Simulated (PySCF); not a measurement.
Computed spin Hamiltonian

Pivaldehyde cation, C5H10O (charge +1 and doublet state).
Structure used (PBE0-D3(BJ)/def2-SVP), in Å, numbered top down from 1:
```xyz
16
C5H10O angstrom
C     -0.8234    0.6210    1.1492
C     -0.0047    0.0232    0.0324
C      1.1159   -0.8934    0.4990
C      0.3849    1.0118   -1.0536
C     -0.9341   -1.0573   -0.8171
O     -2.0262   -1.3188   -0.4914
H     -1.1359   -0.1284    1.8889
H     -0.1804    1.3525    1.6671
H     -1.7053    1.1626    0.7803
H      1.6909   -1.3344   -0.3279
H      0.7671   -1.6823    1.1812
H      1.8034   -0.2512    1.0813
H     -0.4761    1.5698   -1.4499
H      1.0468    1.7518   -0.5670
H      0.9475    0.5516   -1.8783
H     -0.3962   -1.4878   -1.6954
```

The hyperfine couplings belong to this conformer and change with its torsions.

The species is pivaldehyde cation (`CC(C)(C)C=[O+]`) [radical] (charge +1).

Method: PySCF, UKS B3LYP, IGLO-III on C O, pcH-1 on H, non-relativistic, mean-field spin-orbit, GIAO. Geometry: PBE0-D3(BJ)/def2-SVP; no solvent, vibrations or thermal averaging. The SCF solution wasn't tested for stability.

```json
{"g1, g2, g3": "2.00102, 2.00270, 2.00700", "g_iso": "2.00357", "Form of g": "rhombic: the two nearest values differ by 28 % of g3 − g1", "⟨S²⟩": "0.7552 (exact 0.7500)", "Total energy": "-271.54309 Eh"}
```

Isotropic coupling and dipolar principal values T1 to T3, in 10⁻⁴ cm⁻¹ (1 × 10⁻⁴ cm⁻¹ = 2.998 MHz):

| atom | isotope | a_iso | T1 | T2 | T3 | Mulliken spin population |
| --- | --- | --- | --- | --- | --- | --- |
| C1 | 13C | -2.7 | -0.8 | -0.5 | 1.3 | 0.00 |
| C2 | 13C | -1.0 | -9.0 | -8.9 | 17.9 | 0.21 |
| C3 | 13C | -1.0 | -1.6 | -1.5 | 3.1 | 0.02 |
| C4 | 13C | -1.2 | -1.5 | -1.4 | 2.9 | 0.02 |
| C5 | 13C | -7.6 | -7.4 | -2.8 | 10.2 | 0.02 |
| O6 | 17O | -9.4 | -51.5 | 23.7 | 27.8 | 0.51 |
| H7 | 1H | 0.3 | -1.3 | -0.4 | 1.7 | 0.00 |
| H8 | 1H | 15.0 | -1.0 | -0.3 | 1.3 | 0.02 |
| H9 | 1H | 1.3 | -1.3 | -0.4 | 1.8 | 0.00 |
| H10 | 1H | -0.8 | -1.4 | 0.0 | 1.4 | 0.00 |
| H11 | 1H | 4.0 | -1.4 | -0.6 | 2.0 | 0.00 |
| H12 | 1H | 28.5 | -1.4 | -0.3 | 1.7 | 0.04 |
| H13 | 1H | 4.2 | -1.3 | -0.6 | 2.0 | 0.00 |
| H14 | 1H | 27.8 | -1.3 | -0.3 | 1.6 | 0.04 |
| H15 | 1H | -0.8 | -1.4 | 0.0 | 1.4 | 0.00 |
| H16 | 1H | 96.4 | -2.4 | -1.7 | 4.1 | 0.12 |

Largest spin populations (Mulliken): O6 (+0.51), C2 (+0.21) and H16 (+0.12).

The SMILES `CC(C)(C)C=[O+]` draws the unpaired electron on O6, whose computed spin population is only +0.51.

Axes: g1 points within 8° of the C5–O6 bond.

Under fast tumbling the dipolar parts average out, and these isotropic splittings remain: 1 × 1H (H16, I = 1/2, 2 lines) with 10.30 mT and 9 × 1H (H7 (×9), I = 1/2, 10 lines) with 0.95 mT.

Nuclei that the bonding pattern makes equivalent are averaged, as if the motion that swaps them (rotation, inversion, ring flip) were fast. The nine 1H nuclei of mean +26.5 MHz run from -2.4 to 85.3 MHz in the frozen geometry.

The 13C coupling of C5 (-22.9 MHz) shows only in satellite lines or after enrichment, since that isotope makes up about 1.07 % of natural carbon.

The 17O coupling of O6 (-28.3 MHz) shows only in satellite lines or after enrichment, since that isotope makes up about 0.038 % of natural oxygen.

The spin density at the nucleus, in bohr⁻³, is negative for C5 (-0.0204), C1/C3/C4 (-0.0044) and C2 (-0.0026), for instance. A restricted open-shell determinant has no negative spin density anywhere; here it arises because α and β orbitals differ (spin polarisation).

Hardware: one thread of an Arm Neoverse V1, no GPU (shared host). Cost: 79 s of wall time (grids of density and orbitals included), 1.2 GiB resident at most.
